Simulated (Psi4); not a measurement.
# U-r2SCAN/cc-pVTZ run of CN (SMILES [C]#N)

What is the vertical doublet–quartet gap of CN at U-r2SCAN/cc-pVTZ? 

The results are computed with Psi4 1.11.

1 further run of the same task is left out (set aside as unsound or not needed).

### Step 1. Starting point

The species is CN (2 atoms), meant as a doublet with charge 0. As SMILES, `[C]#N`. The coordinates come from a PBE0-D4/def2-TZVP relaxation.

Bond lengths: C1–N2 1.160 Å.

### Step 2. Energy and forces at U-r2SCAN/cc-pVTZ

cn.json reads:

```json
{
  "schema_name": "qcschema_input",
  "schema_version": 1,
  "molecule": {
    "schema_name": "qcschema_molecule",
    "schema_version": 2,
    "symbols": ["C", "N"],
    "geometry": [0.93654827, -0.30311207, 0.48225811, -0.93654827, 0.30311207, -0.48225811],
    "molecular_charge": 0,
    "molecular_multiplicity": 2,
    "fix_symmetry": "c1",
    "fix_com": true,
    "fix_orientation": true
  },
  "driver": "gradient",
  "model": {
    "method": "r2scan",
    "basis": "cc-pVTZ"
  },
  "keywords": {
    "reference": "uks",
    "puream": true,
    "e_convergence": 1e-09,
    "d_convergence": 1e-08,
    "scf_type": "pk",
    "dft_radial_points": 99,
    "dft_spherical_points": 590,
    "maxiter": 200,
    "scf_properties": ["MULLIKEN_CHARGES", "MAYER_INDICES", "LOWDIN_CHARGES"]
  }
}
```

The run is started by

```bash
$ psi4 --qcschema cn.json -n 1 --memory 1600MB
```

stdout:

```text
[...]
  Running in c1 symmetry.
[...]
  Nuclear repulsion =   19.157741520241903
[...]
  Multiplicity = 2
[...]
  Nalpha       = 7
  Nbeta        = 6
[...]
    Number of basis functions: 60
[...]
   @UKS iter   1:   -92.52835187793096   -3.34826e-01   1.06214e-02 DIIS/ADIIS
[...]
   @UKS iter  12:   -92.69477802412334   -4.31868e-11   7.51443e-09 DIIS
[...]
   @S^2 Observed:                7.635951252E-01
[...]
    Orbital Energies [Eh]
    ---------------------
    Alpha Occupied:
       1A    -14.226205     2A    -10.155108     3A     -0.924959
       4A     -0.475744     5A     -0.373993     6A     -0.364096
       7A     -0.364096
    Alpha Virtual:
       8A     -0.040753     9A     -0.040753    10A      0.198409
      11A      0.290404    12A      0.312859    13A      0.312859
      14A      0.461463    15A      0.556571    16A      0.556571
      17A      0.593648    18A      0.619738    19A      0.619738
      20A      0.826328    21A      0.826328    22A      0.916640
      23A      1.176105    24A      1.176105    25A      1.298737
[...]
  @UKS Final Energy:   -92.69477802412334
   => Energetics <=
    Nuclear Repulsion Energy =             19.1577415202419026
    One-Electron Energy =                -162.5318838734579003
    Two-Electron Energy =                  62.7986901835545410
    DFT Exchange-Correlation Energy =     -12.1193258544618789
    Empirical Dispersion Energy =           0.0000000000000000
    VV10 Nonlocal Energy =                  0.0000000000000000
    Total Energy =                        -92.6947780241233374
[...]
 Multipole Moments:
 ------------------------------------------------------------------------------------
     Multipole            Electronic (a.u.)      Nuclear  (a.u.)        Total (a.u.)
 ------------------------------------------------------------------------------------
 L = 1.  Multiply by 2.5417464519 to convert [e a0] to [Debye]
 Dipole X            :          1.4065838           -0.9365483            0.4700355
 Dipole Y            :         -0.4552382            0.3031121           -0.1521261
 Dipole Z            :          0.7242942           -0.4822581            0.2420361
 Magnitude           :                                                    0.5501429
[...]
  Mulliken Charges: (a.u.)
   Center  Symbol    Alpha    Beta     Spin     Total
       1     C     3.44284  2.53200  0.91085  0.02516
       2     N     3.55716  3.46800  0.08915 -0.02516
   Total alpha =  7.00000, Total beta =  6.00000, Total charge =  0.00000
  Lowdin Charges: (a.u.)
   Center  Symbol    Alpha    Beta     Spin     Total
       1     C     3.48110  2.63381  0.84729 -0.11492
       2     N     3.51890  3.36619  0.15271  0.11492
  Total alpha =  7.00000, Total beta =  6.00000, Total charge = -0.00000
[...]
  -Total Gradient:
     Atom            X                  Y                   Z
    ------   -----------------  -----------------  -----------------
       1       -0.009894014038     0.003202178864    -0.005094738481
       2        0.009631581067    -0.003117242932     0.004959603504
[...]
```

The result, in JSON:

```text
{
 "driver": "gradient",
 "model": {
  "method": "r2scan",
  "basis": "cc-pVTZ"
 },
 "success": true,
 "return_result": [-0.009894014037597598, 0.0032021788642817572, -0.005094738480515393, 0.009631581067161665, -0.0031172429315295125, 0.0049596035043633635],
 "properties": {
  "calcinfo_nbasis": 60,
  "calcinfo_nmo": 60,
  "calcinfo_nalpha": 7,
  "calcinfo_nbeta": 6,
  "calcinfo_natom": 2,
  "nuclear_repulsion_energy": 19.157741520241903,
  "return_energy": -92.69477802412334,
  "return_gradient": [-0.009894014037597598, 0.0032021788642817572, -0.005094738480515393, 0.009631581067161665, -0.0031172429315295125, 0.0049596035043633635],
  "scf_one_electron_energy": -162.5318838734579,
  "scf_two_electron_energy": 62.79869018355454,
  "scf_xc_energy": -12.119325854461879,
  "scf_dipole_moment": [0.47003554531515146, -0.152126112105336, 0.24203606047609094],
  "scf_total_energy": -92.69477802412334,
  "scf_total_gradient": [-0.009894014037597598, 0.0032021788642817572, -0.005094738480515393, 0.009631581067161665, -0.0031172429315295125, 0.0049596035043633635],
  "scf_iterations": 12
 }
}
```

It took 14 s on 1 thread of Intel Xeon Platinum 8375C at 2.90GHz (Ice Lake), shared host; peak memory 0.71 GiB.

### Step 3. The quartet

cn.xyz reads:

```xyz
2
CN
C      0.495600    -0.160400     0.255200
N     -0.495600     0.160400    -0.255200
```

run.py reads:

```python
import psi4

psi4.set_memory(1600000000)
psi4.set_num_threads(1)
psi4.set_output_file('output.dat', False)

with open('cn.xyz') as f:
    atoms = ''.join(f.readlines()[2:])
molecule = psi4.geometry('0 4\n' + atoms + 'symmetry c1\nno_reorient\nno_com')

psi4.set_options({
    'basis': 'cc-pVTZ',
    'reference': 'uks',
    'puream': True,
    'e_convergence': 1e-09,
    'd_convergence': 1e-08,
    'scf_type': 'pk',
    'dft_radial_points': 99,
    'dft_spherical_points': 590,
    'maxiter': 200,
})

E, wfn = psi4.gradient("r2scan", molecule=molecule, return_wfn=True)
psi4.oeprop(wfn, "MULLIKEN_CHARGES", "DIPOLE", "WIBERG_LOWDIN_INDICES")
print('gradient / Eh bohr^-1')
print(E.np.round(6))
print(f'energy = {wfn.energy():.10f} Eh')
```

The run is started by

```bash
$ python run.py
```

output.dat (excerpt; [...] marks lines left out):

```text
[...]
  Running in c1 symmetry.
[...]
  Nuclear repulsion =   19.157741572308012
[...]
  Multiplicity = 4
[...]
  Nalpha       = 8
  Nbeta        = 5
[...]
    Number of basis functions: 60
[...]
   @UKS iter   1:   -92.34964698691358   -1.56122e-01   7.57513e-03 DIIS/ADIIS
[...]
   @UKS iter  13:   -92.46550518399380   -5.11591e-13   2.95288e-09 DIIS
[...]
   @S^2 Observed:                3.762209170E+00
[...]
  @UKS Final Energy:   -92.46550518399380
   => Energetics <=
    Nuclear Repulsion Energy =             19.1577415723080122
    One-Electron Energy =                -162.1176395232506309
    Two-Electron Energy =                  62.7216714971274385
    DFT Exchange-Correlation Energy =     -12.2272787301786288
    Empirical Dispersion Energy =           0.0000000000000000
    VV10 Nonlocal Energy =                  0.0000000000000000
    Total Energy =                        -92.4655051839937983
[...]
  -Total Gradient:
     Atom            X                  Y                   Z
    ------   -----------------  -----------------  -----------------
       1       -0.270552539610     0.087563816290    -0.139315996990
       2        0.270477939136    -0.087539671988     0.139277582864
[...]
 Multipole Moments:
 ------------------------------------------------------------------------------------
     Multipole            Electronic (a.u.)      Nuclear  (a.u.)        Total (a.u.)
 ------------------------------------------------------------------------------------
 L = 1.  Multiply by 2.5417464519 to convert [e a0] to [Debye]
 Dipole X            :          1.3395188           -0.9365483            0.4029705
 Dipole Y            :         -0.4335327            0.3031121           -0.1304206
 Dipole Z            :          0.6897603           -0.4822581            0.2075022
 Magnitude           :                                                    0.4716481
[...]
  Mulliken Charges: (a.u.)
   Center  Symbol    Alpha    Beta     Spin     Total
       1     C     4.00221  2.02319  1.97902 -0.02540
       2     N     3.99779  2.97681  1.02098  0.02540
   Total alpha =  8.00000, Total beta =  5.00000, Total charge = -0.00000
  Wiberg Bond Indices using Orthogonal Lowdin Orbitals:
  Total Bond Index:
  Irrep: 1 Size: 2 x 2
                 1                   2
[...]
```

On the terminal:

```text
gradient / Eh bohr^-1
[[-0.270553  0.087564 -0.139316]
 [ 0.270478 -0.08754   0.139278]]
energy = -92.4655051840 Eh
```

It took 16 s on 1 thread of Intel Xeon Platinum 8375C at 2.90GHz (Ice Lake), shared host; peak memory 0.72 GiB.

### Step 4. Summary of results

Level: U-r2SCAN/cc-pVTZ.

| quantity | value |
| --- | --- |
| doublet: total energy | -92.69478 Eh |
| doublet: dipole moment | 1.40 D |
| doublet: HOMO energy (highest over α and β) | -9.67 eV |
| doublet: LUMO energy (lowest over α and β) | -7.03 eV |
| doublet: ⟨S²⟩ | 0.764 |
| doublet: largest force on an atom | 0.595 eV/Å |
| quartet: total energy | -92.46551 Eh |
| quartet: dipole moment | 1.20 D |
| quartet: HOMO energy (highest over α and β) | -3.29 eV |
| quartet: ⟨S²⟩ | 3.762 |
| quartet: largest force on an atom | 16.283 eV/Å |
| vertical energy of the quartet above the doublet | 6.239 eV |

**Reading.** At this shape the quartet lies 6.24 eV (602 kJ/mol) above the doublet. The largest force (doublet) is 0.60 eV/Å: the shape isn't a stationary point for this species at this level.
